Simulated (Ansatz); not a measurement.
[S5]2- (S5²⁻), relaxed as a singlet with RKS PBE-D4/def2-SVPD in Ansatz, starting from the GFN2-xTB (ALPB water) geometry. Force threshold 0.02 eV/Å.

A multiply charged anion in the gas phase is held together partly by the finite basis. The highest occupied level of the charge -2 singlet lies above zero (up to 3.30 eV). The electron is either unbound and held by the finite basis, or the level is raised by self-interaction error.

Start:

```xyz
5

S    -2.611   -1.355    0.087
S    -1.654    0.373    0.223
S     0.209    0.160    1.145
S     1.658   -0.380   -0.260
S     2.397    1.202   -1.195
```

```csv
step,energy (eV),largest force component (eV/Å),SCF passes
1,-54138.8433,1.995,18
2,-54139.1545,0.251,26
3,-54139.1729,0.085,21
4,-54139.1732,0.050,26
5,-54139.1758,0.118,26
6,-54139.1777,0.028,22
7,-54139.1779,0.008,22
```

Force components are those of the run's own axes.

End:

```tsv
atom	x (Å)	y (Å)	z (Å)
S1	-2.912	-1.456	0.222
S2	-1.821	0.325	0.252
S3	0.190	0.150	1.043
S4	1.809	-0.334	-0.314
S5	2.734	1.315	-1.202
```

By distances, no bond broke or formed. The bond that changes most is S1–S2, from 1.98 to 2.09 Å (atoms count from 1).

No frequencies were taken in this run, so the end may be a saddle point.

Hardware: 4 threads of Arm Neoverse V1 on a shared host. Wall time 8 s.
